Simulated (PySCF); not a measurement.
# Static response to an electric field

Species: CuCl (singlet state).
Cartesian coordinates in Å at the PBE0-D3(BJ)/def2-SVP level; atoms count from 1:
```xyz
2
CuCl angstrom
Cl     1.0443   -0.0059   -0.0055
Cu    -1.0388    0.0084   -0.0228
```

Level: B3LYP/def2-SVPD (PySCF), static field, nuclei fixed, core orbitals frozen in the response. The polarisability tensor in these axes (au):

```
x   47.52 -0.10  0.12
y   -0.10 32.33  0.00
z    0.12  0.00 32.33
```

Question: Diagonalise the tensor; give its mean and Δα, where Δα² is half the sum of the squared differences of the eigenvalues.

Answer: Principal values 32.33, 32.33 and 47.52 au; mean 37.39 au = 5.54 Å³ = 6.16 × 10⁻⁴⁰ C²·m²/J; Δα = 15.19 au (41 % of the mean).

Question: What is the dipole moment, and where does it point?

Answer: (-5.44, 0.04, -0.04) D, 5.44 D in size, pointing from the negative to the positive side. Measured along this direction, the outermost atoms are Cl1 at the negative end and Cu2 at the positive end.

Question: What are the principal values of the traceless quadrupole moment, Θ = ½Σq(3rr − r²1), about the centre of nuclear charge?

Answer: -1.23, -1.23, 2.45 D·Å. The values depend on the origin, since the dipole doesn't vanish. The electronic extent ⟨r²⟩ about the same centre is 222 bohr², a root-mean-square distance of 1.16 Å for the 46 electrons.

Question: Refractivity n − 1 of an ideal gas of it at 500 K and 1 atm, from the electronic α?

Answer: N = p/kT = 1.4678 × 10¹⁹ cm⁻³, so n − 1 = 2π × N × 5.54 × 10⁻²⁴ cm³ = 511 × 10⁻⁶ at long wavelengths, for an ideal gas.

Question: What molar refraction does this α imply?

Answer: Lorentz–Lorenz: R = (4π/3)N_A α = 2.5225 cm³/(mol·Å³) × 5.54 Å³ = 14.0 cm³/mol, in the limit of long wavelengths.

Question: Find the Langevin capture rate constant for NO+ (29.998 u) meeting this molecule (97.898 u), k = 2.342 × 10⁻⁹ cm³/s × √(α in Å³ / reduced mass in u).

Answer: The reduced mass is 22.96 u, so k = 1.15 × 10⁻⁹ cm³/s. The formula leaves out the permanent dipole, which adds to the capture rate.

Question: In a dilute gas of rigid molecules at 273 K, how does the orientational term μ²/3kT compare with the electronic polarisability?

Answer: In Gaussian units μ²/3kT = 262.12 Å³ against 5.54 Å³, a ratio of 47.31; the Debye molar polarisation (4π/3)N_A(α + μ²/3kT) is 675.2 cm³/mol, leaving out the vibrational part.

Isolated species at its PBE0-D3(BJ)/def2-SVP geometry, gas phase.
